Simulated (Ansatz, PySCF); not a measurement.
nitrogen (N2), SMILES N#N.

The structure is a stationary point at PBE0-D3(BJ)/def2-TZVPD.

Two levels are set side by side: PBE/def2-TZVPD (Ansatz, a quantum-chemistry and plane-wave program) and EOM-CCSD/aug-cc-pVDZ (PySCF). PBE by ΔSCF, the other level by its IP root; same geometry, the bases differ. Differences are taken from unrounded values.

```
quantity                           PBE
-------------------------------  -----
vertical ionisation energy (eV)  15.40
```

Q: These are the PBE values. What does EOM-CCSD give? (Estimate from the structure and the level; the computed values follow.)

A: 
```tsv
quantity	EOM-CCSD	PBE minus EOM-CCSD
vertical ionisation energy (eV)	15.44	-0.05
```

On these quantities the two levels nearly agree.
